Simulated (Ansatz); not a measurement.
Reaction (SMILES): CO (CH3-OH) + [H][H] (H2) → C (CH4) + O (H2O)
B3LYP-D3(BJ)/def2-TZVP geometries, fixed; electronic energies without zero-point terms.
Largest species:
```
C
H 1 1.0891
H 1 1.0957 2 108.34
H 1 1.0957 2 108.34 3 -117.92
O 1 1.4207 2 106.80 3 121.04
H 5 0.9621 1 108.72 2 -180.00
```

Basis-set convergence of the energy of full hydrogenation at HF with Ansatz (a first-principles code). Cartesian d functions, on some or all atoms, in 6-31+G*, 6-31G**; all else is spherical. No added dispersion term, no relativity. Functions are those of the species that has most. Reference: the value in aug-pcseg-3, -30.69 kcal/mol, itself unsure by roughly 0.04 kcal/mol (its mean distance from aug-cc-pVQZ, cc-pV5Z, def2-QZVPPD). Deviations are taken from unrounded values.

```tsv
basis	functions	energy of full hydrogenation (kcal/mol)	minus reference (kcal/mol)
STO-3G	14	-16.58	14.11
3-21G	26	-26.48	4.21
pcseg-0	26	-29.99	0.71
6-31+G*	46	-28.85	1.85
def2-SVP	48	-29.53	1.16
6-31G**	50	-29.72	0.97
6-311+G**	68	-31.06	-0.36
def2-TZVPD	113	-30.08	0.61
6-311++G(3df,3pd)	150	-30.39	0.30
aug-cc-pVTZ	184	-30.64	0.05
aug-pcseg-2	184	-30.75	-0.05
pcseg-3	252	-30.68	0.01
cc-pV5Z	402	-30.63	0.07
```
